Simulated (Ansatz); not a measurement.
A nudged elastic band was laid between two geometries of C3H5FS (10 atoms, charge 0, multiplicity 1).

Theory: Ansatz 0.2.0, RKS PBE-D4/def2-SVP.

```
movable images  : 7
climbing image  : yes
spring          : 5.0 eV/Å²
optimiser       : quadratic models (default)
start path      : IDPP
force threshold : 0.05 eV/Å
iteration limit : 60
end points      : relaxed
```

First end point:

```xyz
10
Properties=species:S:1:pos:R:3
C -0.482 1.157 1.145
C 0.167 0.153 0.536
F 1.427 -0.173 0.916
C -0.324 -0.721 -0.570
S 0.627 -0.502 -2.138
H -0.002 1.726 1.953
H -1.501 1.423 0.835
H -1.373 -0.475 -0.818
H -0.281 -1.788 -0.265
H 1.825 -0.851 -1.592
```

Last end point:

```xyz
10
Properties=species:S:1:pos:R:3
C -0.485 1.153 1.150
C 0.169 0.158 0.532
F 1.436 -0.155 0.900
C -0.322 -0.718 -0.571
S 0.630 -0.508 -2.139
H -1.510 1.408 0.849
H -0.006 1.723 1.957
H -1.371 -0.470 -0.820
H -0.285 -1.784 -0.263
H 1.828 -0.857 -1.592
```

(1) What changes between the two ends?

(2) What energy profile does the band end with?

(3) What is the geometry of the highest image?

The band took 46 iterations and roughly 17 core-minutes.

## Answers

(1) No bond is made or broken. The dihedral H7–C1–C2–F3 goes from 180 to 0°. The two ends are copies of one structure, up to a mirror image or an exchange of like atoms.

(2) It converged. The highest image is number 4 of 0 to 8, 3.20 eV above the ends, which have the same energy within 2 meV. Neighbouring images differ by up to 1.9 eV, so the band resolves the path poorly. A vibrational analysis at the climbing image gives one clearly imaginary mode, 2098i cm⁻¹: a first-order saddle point.

```json
{"image": "0", "path coordinate (Å)": "0.00", "energy (eV)": "0.00", "dihedral H7–C1–C2–F3 (°)": "180"}
{"image": "1", "path coordinate (Å)": "0.79", "energy (eV)": "0.05", "dihedral H7–C1–C2–F3 (°)": "177"}
{"image": "2", "path coordinate (Å)": "1.58", "energy (eV)": "0.17", "dihedral H7–C1–C2–F3 (°)": "169"}
{"image": "3", "path coordinate (Å)": "2.37", "energy (eV)": "1.35", "dihedral H7–C1–C2–F3 (°)": "118"}
{"image": "4", "path coordinate (Å)": "3.16", "energy (eV)": "3.20", "dihedral H7–C1–C2–F3 (°)": "55"}
{"image": "5", "path coordinate (Å)": "3.73", "energy (eV)": "1.91", "dihedral H7–C1–C2–F3 (°)": "35"}
{"image": "6", "path coordinate (Å)": "4.30", "energy (eV)": "0.71", "dihedral H7–C1–C2–F3 (°)": "24"}
{"image": "7", "path coordinate (Å)": "4.87", "energy (eV)": "0.12", "dihedral H7–C1–C2–F3 (°)": "9"}
{"image": "8", "path coordinate (Å)": "5.44", "energy (eV)": "0.00", "dihedral H7–C1–C2–F3 (°)": "0"}
```

(3) 
```xyz
10
Properties=species:S:1:pos:R:3
C -0.661 1.320 0.719
C 0.096 0.197 0.467
F 1.437 -0.009 0.877
C -0.312 -1.040 -0.252
S 0.071 -0.457 -1.962
H -0.636 1.425 1.839
H -0.179 2.260 0.367
H -1.405 -1.181 -0.214
H 0.249 -1.962 -0.006
H 1.421 -0.605 -1.835
```

Run time: 8.7 min on 2 threads of Arm Neoverse V1, with other jobs on the host, peak memory 0.19 GiB.
